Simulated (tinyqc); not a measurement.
Worked calculation: extended Hueckel theory, for LiH+. The parameters take no account of the charge, which enters only through the electron count. One step of it, computed by the program tinyqc.

Task: Wolfsberg-Helmholz matrix. H_ij = K' S_ij (H_ii + H_jj)/2 for i != j (the diagonal keeps H_ii), with K' = 2.

overlap S, lower triangle:
```
           1Li 2s   1Li 2px   1Li 2py   1Li 2pz     2H 1s
1Li 2s   1.000000
1Li 2px  0.000000  1.000000
1Li 2py  0.000000  0.000000  1.000000
1Li 2pz  0.000000  0.000000  0.000000  1.000000
2H 1s    0.362136  0.000000  0.000000  0.481951  1.000000
```

diagonal H_ii (eV): 1Li 2s -5.400000, 1Li 2px -3.500000, 1Li 2py -3.500000, 1Li 2pz -3.500000, 2H 1s -13.600000

K = 2.000000

Give: H.

Result:

H (eV), lower triangle:
```
          1Li 2s  1Li 2px  1Li 2py  1Li 2pz     2H 1s
1Li 2s   -5.4000
1Li 2px   0.0000  -3.5000
1Li 2py   0.0000   0.0000  -3.5000
1Li 2pz   0.0000   0.0000   0.0000  -3.5000
2H 1s    -6.8806   0.0000   0.0000  -8.2414  -13.6000
```
